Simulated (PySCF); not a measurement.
oxygen (O₂), SMILES O=O (connectivity only; charge and spin as stated), neutral, multiplicity 3. Atoms are numbered in the order given.

```xyz
2

O      0.0000     0.0000    -0.5963
O      0.0000     0.0000     0.5963
```
Charge 0, spin multiplicity 3.

The structure is a stationary point at PBE0-D3(BJ)/def2-TZVPD.

Level of theory: M06-2X/def2-TZVPD run with PySCF.

The molecule is in vacuum.

Computed frontier levels, dipole moment and polarisability:
```
Property                                                          Result
-----------------------------------------------  -----------------------
α spin, highest occupied and lowest empty level       -10.85 and 1.18 eV
β spin, highest occupied and lowest empty level      -14.79 and -1.46 eV
dipole moment                                                     0.00 D
mean static polarisability                          10.4 bohr³ (1.55 Å³)
polarisability, principal values                    8.1, 8.1, 15.2 bohr³
⟨S²⟩                                             2.013 (pure state 2.00)
```
